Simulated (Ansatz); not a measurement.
This Ansatz (an electronic-structure program) input (CCSD(T)/cc-pCVQZ) gives -113.83348 Eh with 198 basis functions. A basis named .json is the Basis Set Exchange file of that set (core-valence sets with the plain set on hydrogen).

Ansatz 0.2 input:
```yaml
crystal:
  periodic: [false, false, false]
  atoms:
    - {symbol: C, position_ang: [0.04971801, 0.58373572, -0.00114401]}
    - {symbol: O, position_ang: [0.07409359, -0.58783396, -0.00094961]}
    - {symbol: H, position_ang: [-0.89105678, 1.20025732, 0.01446098]}
basis:
  gaussian:
    orbitals: cc-pCVQZ.json
magnetization: {spin_polarized: true, initial_magnetization: 1}
correlation: {method: ccsd_t, frozen_orbitals: {C: 0, H: 0, O: 0}}
```

Change:
```diff
- correlation: {method: ccsd_t, frozen_orbitals: {C: 0, H: 0, O: 0}}
+ correlation: {method: ccsd_t, electrons: outside_noble_gas}
```

What does the run give now?

-113.71998 Eh (CCSD(T)/cc-pCVQZ, 198 functions), a change of +113.50 mEh.
